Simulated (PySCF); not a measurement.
# Si2H6O (disilanol): levels of theory compared

Wanted: a comparison of 5 runs (HF/3-21G, PBE/def2-SVP, PBE0/def2-SVP, wB97X/def2-TZVP, MP2/STO-3G) of Si2H6O (disilanol). 

The calculation is run with PySCF 2.14.0.

**1. The structure to begin with**

The species is Si2H6O (9 atoms), meant as a singlet with charge 0. As SMILES, `O[SiH2][SiH3]`. The coordinates come from a PBE0-D4/def2-TZVP relaxation. This is one conformer, not always the lowest.

Bond lengths: O1–Si2 1.654 Å, Si2–Si3 2.347 Å, O1–H4 0.958 Å, Si2–H5 1.493 Å, Si2–H6 1.484 Å, Si3–H7 1.489 Å, Si3–H8 1.491 Å, Si3–H9 1.488 Å. Some angles: O1–Si2–Si3 112.4°, O1–Si2–H5 111.3°, O1–Si2–H6 105.5°, Si3–Si2–H5 108.5°, Si3–Si2–H6 110.6°, Si2–O1–H4 117.6°, Si2–Si3–H7 110.0°, Si2–Si3–H8 110.1°, Si2–Si3–H9 111.4°, H5–Si2–H6 108.5°.

**2. Energy and forces at HF/3-21G (run 1)**

calc.py reads:

```python
import pyscf.grad
from pyscf import gto, scf

mol = gto.M(
    atom='''
O     -1.609000     1.039900    -0.762000
Si     0.004800     0.933100    -0.415900
Si     0.544200    -1.038400     0.738600
H     -1.996600     0.341400    -1.290800
H      0.830600     0.994500    -1.657800
H      0.311400     2.125200     0.413000
H      2.012900    -1.104800     0.974500
H      0.146200    -2.228200    -0.066200
H     -0.156000    -1.109100     2.049500
''',
    verbose=4,
    basis='3-21g',
    max_memory=1860,
    spin=0,
)

mf = scf.RHF(mol)
mf.conv_tol = 1e-10
mf.kernel()
if not mf.converged:
    mf = mf.newton().run(mf.mo_coeff, mf.mo_occ)

energy = mf.e_tot
print(f'total energy: {energy:.8f} hartree')
grad = mf.Gradients().kernel()
mf.analyze()
```

Started as:

```sh
OMP_NUM_THREADS=1 python calc.py
```

Log:

```text
PySCF version 2.14.0

[... 77 lines left out ...]
One-electron Energy =                -1209.419533561966773
[... 6 lines left out ...]
MO #2   energy= -68.2825569906012  occ= 2
[... 4 lines left out ...]
MO #7   energy= -4.23366165513244  occ= 2
[... 4 lines left out ...]
MO #12  energy= -1.33703352108382  occ= 2
[... 4 lines left out ...]
MO #17  energy= -0.537680392170386 occ= 2
[... 4 lines left out ...]
MO #22  energy= 0.1220895243884    occ= 0
[... 4 lines left out ...]
MO #27  energy= 0.270435730057638  occ= 0
[... 4 lines left out ...]
MO #32  energy= 0.485013921528097  occ= 0
[... 4 lines left out ...]
MO #37  energy= 0.711432946779812  occ= 0
[... 4 lines left out ...]
MO #42  energy= 1.36992624825559   occ= 0
[... 4 lines left out ...]
MO #47  energy= 3.12367245249309   occ= 0
[... 20 lines left out ...]
pop of  1 Si 3pz          0.84374
pop of  1 Si 4px          0.01346
pop of  1 Si 4py          0.01661
pop of  1 Si 4pz          0.01694
pop of  2 Si 1s           2.00000
pop of  2 Si 2s           1.99981
pop of  2 Si 3s           1.08711
pop of  2 Si 4s           0.00219
pop of  2 Si 2px          1.99983
pop of  2 Si 2py          1.99983
pop of  2 Si 2pz          1.99983
pop of  2 Si 3px          0.86680
pop of  2 Si 3py          0.93029
pop of  2 Si 3pz          0.88600
pop of  2 Si 4px          0.01040
pop of  2 Si 4py          0.00918
pop of  2 Si 4pz          0.00968
pop of  3 H 1s            0.68831
pop of  3 H 2s            0.01050
pop of  4 H 1s            1.13257
pop of  4 H 2s            0.00344
pop of  5 H 1s            1.10413
pop of  5 H 2s            0.00191
pop of  6 H 1s            1.08050
pop of  6 H 2s            0.00146
pop of  7 H 1s            1.08830
pop of  7 H 2s            0.00136
pop of  8 H 1s            1.07904
pop of  8 H 2s            0.00135
 ** Mulliken atomic charges  **
charge of    0O =     -0.69122
charge of    1Si =      0.68504
charge of    2Si =      0.19905
charge of    3H =      0.30119
charge of    4H =     -0.13601
charge of    5H =     -0.10603
charge of    6H =     -0.08196
charge of    7H =     -0.08966
charge of    8H =     -0.08039
Dipole moment(X, Y, Z, Debye):  0.32949, -1.29555, -0.85652
```

Run time: 1.7 s. Hardware: 1 thread of Intel Xeon at 2.70GHz, shared host; peak memory 0.12 GiB.

**3. Energy and gradient at PBE/def2-SVP (run 2)**

input.py reads:

```python
import pyscf.grad
from pyscf import gto, dft

mol = gto.M(
    atom=[
    ('O', (-1.609000, 1.039900, -0.762000)),
    ('Si', (0.004800, 0.933100, -0.415900)),
    ('Si', (0.544200, -1.038400, 0.738600)),
    ('H', (-1.996600, 0.341400, -1.290800)),
    ('H', (0.830600, 0.994500, -1.657800)),
    ('H', (0.311400, 2.125200, 0.413000)),
    ('H', (2.012900, -1.104800, 0.974500)),
    ('H', (0.146200, -2.228200, -0.066200)),
    ('H', (-0.156000, -1.109100, 2.049500)),
],
    basis='def2-svp',
    max_memory=1860,
    verbose=3,
)

mf = dft.RKS(mol)
mf.xc = 'pbe'
mf.grids.level = 5
mf.conv_tol = 1e-10
mf.kernel()
if not mf.converged:
    mf = mf.newton().run(mf.mo_coeff, mf.mo_occ)

e_tot = mf.e_tot
print('Final energy', e_tot)
grad = mf.Gradients().kernel()
mf.analyze()
```

Started as:

```sh
OMP_NUM_THREADS=1 python input.py
```

Log:

```text
converged SCF energy = -657.195730423213
[... 12 lines left out ...]
MO #3   energy= -18.7616874699712  occ= 2
[... 6 lines left out ...]
MO #10  energy= -3.46309224786642  occ= 2
[... 6 lines left out ...]
MO #17  energy= -0.324545591437353 occ= 2
[... 6 lines left out ...]
MO #24  energy= 0.0244633974880464 occ= 0
[... 6 lines left out ...]
MO #31  energy= 0.26107274400498   occ= 0
[... 6 lines left out ...]
MO #38  energy= 0.402913992764357  occ= 0
[... 6 lines left out ...]
MO #45  energy= 0.535557585042684  occ= 0
[... 6 lines left out ...]
MO #52  energy= 0.863107278444005  occ= 0
[... 6 lines left out ...]
MO #59  energy= 1.37383019803273   occ= 0
[... 6 lines left out ...]
MO #66  energy= 1.63760685976984   occ= 0
[... 6 lines left out ...]
MO #73  energy= 2.11510378030842   occ= 0
[... 6 lines left out ...]
MO #80  energy= 3.58013493620189   occ= 0
[... 10 lines left out ...]
Dipole moment(X, Y, Z, Debye): -0.27644, -0.87397, -0.78025
```

It took 29 s on 1 thread of Intel Xeon at 2.70GHz, shared host; peak memory 0.78 GiB.

Run 3 isn't shown in full; the table further down has it.

**4. Energy and forces at wB97X/def2-TZVP (run 4)**

calc.py reads:

```python
# O[SiH2][SiH3]
from pyscf import gto, dft

mol = gto.M(
    atom='''
O     -3.040569     1.965126    -1.439971
Si     0.009071     1.763303    -0.785937
Si     1.028389    -1.962292     1.395752
H     -3.773027     0.645152    -2.439258
H      1.569607     1.879333    -3.132788
H      0.588461     4.016046     0.780457
H      3.803830    -2.087769     1.841538
H      0.276278    -4.210688    -0.125100
H     -0.294797    -2.095895     3.872994
''',
    unit='bohr',
    charge=0,
    max_memory=1860,
    basis='def2-tzvp',
    verbose=4,
)

myscf = dft.RKS(mol)
myscf.xc = 'wb97x'
myscf.grids.level = 5
myscf.conv_tol = 1e-10
myscf.kernel()
if not myscf.converged:
    myscf = myscf.newton().run(myscf.mo_coeff, myscf.mo_occ)

etot = myscf.e_tot
print('E = %.10f Eh' % etot)
grad = myscf.nuc_grad_method().kernel()
myscf.analyze()
```

Started as:

```sh
OMP_NUM_THREADS=1 python calc.py
```

Log:

```text
PySCF version 2.14.0

[... 94 lines left out ...]
Two-electron Energy =                  403.692308496851524
[... 14 lines left out ...]
MO #11  energy= -3.72527594114419  occ= 2
[... 12 lines left out ...]
MO #24  energy= 0.102823999914075  occ= 0
[... 12 lines left out ...]
MO #37  energy= 0.341167564278611  occ= 0
[... 12 lines left out ...]
MO #50  energy= 0.60050124796821   occ= 0
[... 12 lines left out ...]
MO #63  energy= 1.06753894725298   occ= 0
[... 12 lines left out ...]
MO #76  energy= 1.29850138898941   occ= 0
[... 12 lines left out ...]
MO #89  energy= 1.8477666598084    occ= 0
[... 12 lines left out ...]
MO #102 energy= 2.19207525282565   occ= 0
[... 12 lines left out ...]
MO #115 energy= 2.91073529847496   occ= 0
[... 12 lines left out ...]
MO #128 energy= 6.26740785298863   occ= 0
[... 12 lines left out ...]
MO #141 energy= 43.4706794141072   occ= 0
[... 114 lines left out ...]
pop of  4 H 2s            0.00277
pop of  4 H 3s            0.00123
pop of  4 H 2px           0.00128
pop of  4 H 2py           0.00006
pop of  4 H 2pz           0.00355
pop of  5 H 1s            1.09426
pop of  5 H 2s            0.00302
pop of  5 H 3s            0.00059
pop of  5 H 2px           0.00023
pop of  5 H 2py           0.00306
pop of  5 H 2pz           0.00139
pop of  6 H 1s            1.07369
pop of  6 H 2s            0.00256
pop of  6 H 3s            0.00051
pop of  6 H 2px           0.00381
pop of  6 H 2py           0.00003
pop of  6 H 2pz           0.00014
pop of  7 H 1s            1.08056
pop of  7 H 2s            0.00232
pop of  7 H 3s            0.00048
pop of  7 H 2px           0.00027
pop of  7 H 2py           0.00256
pop of  7 H 2pz           0.00106
pop of  8 H 1s            1.07371
pop of  8 H 2s            0.00267
pop of  8 H 3s            0.00043
pop of  8 H 2px           0.00087
pop of  8 H 2py           0.00004
pop of  8 H 2pz           0.00306
 ** Mulliken atomic charges  **
charge of    0O =     -0.75590
charge of    1Si =      0.68265
charge of    2Si =      0.20039
charge of    3H =      0.35003
charge of    4H =     -0.12583
charge of    5H =     -0.10256
charge of    6H =     -0.08075
charge of    7H =     -0.08726
charge of    8H =     -0.08079
Dipole moment(X, Y, Z, Debye): -0.05637, -1.00616, -0.72719
```

Wall time 2.5 min (1 thread of Intel Xeon at 2.70GHz, shared host); peak memory 1.6 GiB.

**5. Energy and gradient at MP2/STO-3G (run 5)**

run.py reads:

```python
import pyscf.grad
from pyscf import gto, scf, mp

mol = gto.M(
    atom='''
O   -1.609000   1.039900  -0.762000
Si   0.004800   0.933100  -0.415900
Si   0.544200  -1.038400   0.738600
H   -1.996600   0.341400  -1.290800
H    0.830600   0.994500  -1.657800
H    0.311400   2.125200   0.413000
H    2.012900  -1.104800   0.974500
H    0.146200  -2.228200  -0.066200
H   -0.156000  -1.109100   2.049500
''',
    max_memory=1860,
    verbose=3,
    basis='sto-3g',
    charge=0,
)

mf = scf.RHF(mol)
mf.conv_tol = 1e-10
mf.kernel()
if not mf.converged:
    mf = mf.newton().run(mf.mo_coeff, mf.mo_occ)

pt = mp.MP2(mf, frozen=11).run()
etot = pt.e_tot
print('Final energy', etot)
grad = pt.Gradients().kernel()
mf.analyze()
```

Started as:

```sh
OMP_NUM_THREADS=1 python run.py
```

Log:

```text
converged SCF energy = -648.544370867121
E(RMP2) = -648.657207827286  E_corr = -0.112836960164884
E(SCS-RMP2) = -648.672312600871  E_corr = -0.127941733750729
Final energy -648.6572078272856
--------------- RMP2 gradients ---------------
         x                y                z
0 O     0.0162251581    -0.0612054553    -0.0315236543
1 Si    -0.0429602293     0.0188885857    -0.0056748902
2 Si    -0.0015533178    -0.0023314842     0.0025269457
3 H     0.0055896520     0.0466737384     0.0306861214
4 H     0.0115972034    -0.0005816787    -0.0184476026
5 H     0.0061204741     0.0166114124     0.0135438042
6 H     0.0240832737     0.0006348727     0.0026659131
7 H    -0.0070732973    -0.0187056191    -0.0144428739
8 H    -0.0120289169     0.0000156281     0.0206662366
----------------------------------------------
**** MO energy ****
MO #1   energy= -67.9894972804971  occ= 2
MO #2   energy= -67.9487566415261  occ= 2
MO #3   energy= -20.1739558357709  occ= 2
MO #4   energy= -5.97398077010933  occ= 2
MO #5   energy= -5.93805076365679  occ= 2
MO #6   energy= -3.99944532242727  occ= 2
MO #7   energy= -3.99910730764363  occ= 2
MO #8   energy= -3.99835762031927  occ= 2
MO #9   energy= -3.96353534193164  occ= 2
MO #10  energy= -3.96261305848723  occ= 2
MO #11  energy= -3.96256756091634  occ= 2
MO #12  energy= -1.23343382644002  occ= 2
MO #13  energy= -0.709348635925762 occ= 2
MO #14  energy= -0.640600851741416 occ= 2
MO #15  energy= -0.531528233099736 occ= 2
MO #16  energy= -0.447156003336552 occ= 2
MO #17  energy= -0.428635039873992 occ= 2
MO #18  energy= -0.413226371938944 occ= 2
MO #19  energy= -0.408771268637437 occ= 2
MO #20  energy= -0.35504249464973  occ= 2
MO #21  energy= -0.290903319349563 occ= 2
MO #22  energy= 0.398177701346291  occ= 0
MO #23  energy= 0.463102078262368  occ= 0
MO #24  energy= 0.487762022423115  occ= 0
MO #25  energy= 0.530096334722222  occ= 0
MO #26  energy= 0.545815663425013  occ= 0
MO #27  energy= 0.604966327469501  occ= 0
MO #28  energy= 0.61190663092677   occ= 0
MO #29  energy= 0.75689824244056   occ= 0
 ** Mulliken atomic charges  **
charge of    0O =     -0.37339
charge of    1Si =      0.58111
charge of    2Si =      0.39615
charge of    3H =      0.12146
charge of    4H =     -0.15931
charge of    5H =     -0.14473
charge of    6H =     -0.13927
charge of    7H =     -0.14383
charge of    8H =     -0.13817
Dipole moment(X, Y, Z, Debye):  0.47226, -0.92966, -0.52097
```

Run time: 2.3 s. Hardware: 1 thread of Intel Xeon at 2.70GHz, shared host; peak memory 0.12 GiB.

**6. Overview of the runs**

```csv
run,level,integration grid,frozen core orbitals,energy (Eh),dipole moment (D) of the reference,HOMO energy (eV),LUMO energy (eV),wall time
1,HF/3-21G,–,–,-652.728528,1.59,-10.61,3.32,1.7 s
2,PBE/def2-SVP,5,–,-657.195730,1.20,-6.48,-0.95,29 s
3,PBE0/def2-SVP,5,–,-657.262118,1.23,-7.80,-0.11,29 s
4,wB97X/def2-TZVP,5,–,-657.870631,1.24,-10.16,1.57,2.5 min
5,MP2/STO-3G,–,11,-648.657208,1.17,-7.92,10.83,2.3 s
```

**7. What came out**

```
                                           quantity          value
                                run 5: total energy  -648.65721 Eh
        run 5: dipole moment (Hartree–Fock density)         1.17 D
         run 5: HOMO energy (Hartree–Fock orbitals)       -7.92 eV
         run 5: LUMO energy (Hartree–Fock orbitals)       10.83 eV
       run 5: HOMO–LUMO gap (Hartree–Fock orbitals)       18.75 eV
run 5: correlation energy (11 core orbitals frozen)     -112.8 mEh
                    run 5: largest force on an atom     3.637 eV/Å
```

Over runs 1, 2, 3, 4 the dipole moment (its size) runs from 1.20 D (PBE/def2-SVP) to 1.59 D (HF/3-21G). The two ends differ in method and basis. Over runs 1, 2, 3, 4 the HOMO–LUMO gap runs from 5.53 eV (PBE/def2-SVP) to 13.93 eV (HF/3-21G). Totals of different functionals can't be ranked against each other. In run 5 the basis is minimal, so the values are rough. All runs together took 3.5 min, the longest 2.5 min.
